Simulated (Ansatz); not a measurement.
Consider the hydrogenolysis of a C–C bond: `CC(O)F` + H₂ → `OCF` + CH₄.

Program: Ansatz. Geometries: PBE0-D4/def2-TZVP. ΔE: electronic, gas phase. CCSD(T)/CBS adds triple-zeta CCSD(T) − MP2 to the extrapolated MP2 energy (def2 sets, frozen cores). This one scheme is used for every species. DFT in def2-TZVPP. B3LYP here is the variant with VWN-RPA as its local correlation; programs differ in this. Each species was taken in one conformer, which may not be the lowest.

`CC(O)F`:

Z-matrix (Å, degrees):
```
C
C 1 1.500
H 1 1.091 2 109.3
H 1 1.091 2 110.0 3 119.6
H 1 1.090 2 110.0 3 -120.1
O 2 1.377 1 109.2 3 -56.3
F 2 1.391 1 109.1 3 63.2
H 2 1.098 1 112.4 3 179.2
H 6 0.962 2 108.9 1 -174.9
```

H₂:

Z-matrix (Å, degrees):
```
H
H 1 0.746
```

`OCF`:

```xyz
6

O    -0.929   -0.335   -0.442
C     0.208   -0.058    0.270
F     0.298    1.290    0.558
H    -0.841    0.019   -1.332
H     1.125   -0.319   -0.271
H     0.139   -0.597    1.216
```

CH₄:

Z-matrix (Å, degrees):
```
C
H 1 1.090
H 1 1.090 2 109.5
H 1 1.090 2 109.5 3 -120.0
H 1 1.090 2 109.5 3 120.0
```

CCSD(T)/CBS gives -41.6 kJ/mol.

Q: Another level gave -52.5 kJ/mol. Which?
A. B2PLYP/def2-TZVPP
B. B3LYP/def2-TZVPP
C. HF/def2-TZVPP
D. PBE-D4/def2-TZVPP

A: B. B3LYP -52.5, PBE-D4 -42.0, B2PLYP -48.3, HF/def2-TZVPP -59.4 kJ/mol.

Largest T1 diagnostic among the species: 0.011.

The D4 term adds +6.1 kJ/mol with B3LYP and +3.2 kJ/mol with PBE0; it sums over pairs of atoms, weighted by their polarisabilities, and B3LYP, whose exchange is more repulsive, gets the larger term. Leaving LDA and LC-ωPBE aside and taking each functional with its dispersion term where it has one, the values, not all of them listed here, spread over 9.5 kJ/mol, from BHLYP-D4 to revPBE-D4. LDA lies +12.7 kJ/mol from PBE without D4.
